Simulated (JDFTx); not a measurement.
System: formaldehyde, CH2O (SMILES C=O), charge 0, multiplicity 1; geometry: optimised with GFN2-xTB in vacuum (no frequencies checked; largest PBE force component 1.6 eV/Å). Z-matrix (Å, degrees):
```
C
O 1 1.1921
H 1 1.1031 2 122.82
H 1 1.1032 3 114.38 2 179.91
```

Computed with JDFTx (a modified build): PBE, GBRV ultrasoft potentials, plane waves to 20/100 Ha. Liquid: CANDLE, water, 2 M NaF. The liquid run sits in a periodic box with 3.75 Å from the outermost atoms to the faces; the vacuum run is isolated. The box matters at about 0.01 eV. Solvation energy here means the total energy in the continuum liquid minus that in vacuum, same nuclei, nothing added for thermal motion or standard states.

* **solvation energy**: -14.5 kJ/mol
* **part: cavitation term of the fluid**: 25.6 kJ/mol
* **part: dispersion term of the fluid**: -21.3 kJ/mol
* **part: electrostatic term of the fluid**: -25.6 kJ/mol
* **part: distortion of the solute's electrons**: 6.8 kJ/mol
* **dipole moment in vacuum**: 2.16 D
* **dipole moment in the liquid**: 3.07 D
* **highest occupied level in vacuum (zero: vacuum level)**: -6.25 eV
* **highest occupied level in the liquid (zero: bulk electrolyte)**: -6.12 eV
* **volume of the model's cavity**: 123.5 Å³
* **rough cost, vacuum and liquid run**: 70 s and 2 min of core time
